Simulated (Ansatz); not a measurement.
Two shapes of singlet H2F2.

Shape 1:

```xyz
4

F     0.0302   -0.3499   -1.2142
H     0.0229    0.4116   -0.8069
F     0.0364    0.3756    1.1608
H     0.0004   -0.4963    0.8271
```

Shape 2:

```xyz
4

F     0.0000   -0.3535   -1.0985
H     0.0000    0.4188   -0.7347
F     0.0000    0.3535    1.0985
H     0.0000   -0.4188    0.7347
```

Basis set: cc-pVDZ (spherical functions). Left uncorrelated: 2 orbitals. Charge 0, multiplicity 1.

Computed with Ansatz (development build ahead of 0.2.0); each method stands on the lowest determinant of its kind that the runs found.

Task: Which shape is lower in energy, and by how much in each method?

Result:

```tsv
method	E(2) − E(1) (eV)
RHF	0.243
RHF-MP2	0.326
```

Shape 1 is lower.
